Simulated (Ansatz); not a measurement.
# AlH₃S₂ (SMILES [SH][AlH][SH]): functionals against CCSD(T) at one geometry

One table from this session's results is given with a row withheld; the runs are named, their logs left out.

Computed with Ansatz 0.2.0, Gaussian basis. Level: single points in def2-TZVPP.

Cores are frozen in the correlated methods.

### The system as given

SMILES `[SH][AlH][SH]`, 6 atoms, charge 0, spin multiplicity 1.

Atoms are counted from 1 here; the program's logs count them from 0.

Bond lengths: S1–Al2 2.177 Å, S1–H4 1.355 Å, Al2–S3 2.175 Å, Al2–H5 1.360 Å, S3–H6 1.455 Å. Angles: Al2–S1–H4 96.2°, S1–Al2–S3 123.4°, S1–Al2–H5 117.4°, S3–Al2–H5 118.9°, Al2–S3–H6 93.6°.

Geometry (Å):

```xyz
6

S    -1.2322   -1.0826   -1.1814
Al    0.4875    0.0416   -0.4613
S     1.4511   -0.3373    1.4509
H    -2.1721   -0.3025   -0.5957
H     1.0480    0.9409   -1.3137
H     0.6662    0.6687    2.1496
```

Set-up of the first run:

The input, run/in.yaml:

```yaml
crystal:
  periodic: [false, false, false]
  atoms:
    - {symbol: S, position_ang: [-1.232200, -1.082600, -1.181400]}
    - {symbol: Al, position_ang: [0.487500, 0.041600, -0.461300]}
    - {symbol: S, position_ang: [1.451100, -0.337300, 1.450900]}
    - {symbol: H, position_ang: [-2.172100, -0.302500, -0.595700]}
    - {symbol: H, position_ang: [1.048000, 0.940900, -1.313700]}
    - {symbol: H, position_ang: [0.666200, 0.668700, 2.149600]}
basis:
  gaussian: {orbitals: def2-TZVPP}
correlation: {method: ccsd_t}
output: {forces: true}
```

No record of the launch command was kept for these runs.

Steps of the session up to this table: CCSD(T)/def2-TZVPP; PBE0-D4/def2-TZVPP; wB97M-V/def2-TZVPP; r2SCAN-D4/def2-TZVPP; PBE-D4/def2-TZVPP; LC-wPBE/def2-TZVPP; HSE06-D4/def2-TZVPP.

One of the session's tables, all rows but one given; the rest of the session is left out.

| method | RMS force component (eV/Å) | angle to CCSD(T) forces (°) | dipole (D) |
| --- | --- | --- | --- |
| CCSD(T) | 1.639 | reference | 1.60 |
| PBE0-D4 | 1.648 | 1.9 | 1.68 |
| wB97M-V | 1.604 | 1.6 | 1.63 |
| r2SCAN-D4 | 1.635 | 1.7 | 1.68 |
| PBE-D4 | 1.617 | 5.2 | 1.58 |
| LC-wPBE | 1.686 | 4.8 | 1.80 |
| HSE06-D4 | ? | ? | ? |

Estimate the missing values for HSE06-D4.

As computed: RMS force component (eV/Å): 1.648; angle to CCSD(T) forces (°): 1.9; dipole (D): 1.67.
